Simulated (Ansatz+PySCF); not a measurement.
Values are calculated unless marked as measured or tabulated.
## PySCF 2.14.0 run

```python
from pyscf import gto, scf, mp

mol = gto.M(atom="""
C -0.969970 -0.648220 0.000000
C 0.008320 0.505880 0.000000
H -0.447230 -1.608240 0.000000
H -1.609300 -0.563680 0.881060
H -1.609300 -0.563680 -0.881060
O 1.153450 0.449980 0.000000
""", basis='cc-pvtz', charge=0, spin=1)
mf = scf.UHF(mol)
mf.kernel()
pt = mp.MP2(mf, frozen=3).run()
print(mf.e_tot, pt.e_corr, pt.e_tot)
```

The script is written out from the run's settings.

The run gave:

```json
{
 "Converged": "yes",
 "Reference energy": "-152.35664 hartree",
 "Correlation energy": "-0.53406 hartree",
 "Total energy": "-152.89069 hartree",
 "Spin squared of the determinant": "0.762"
}
```
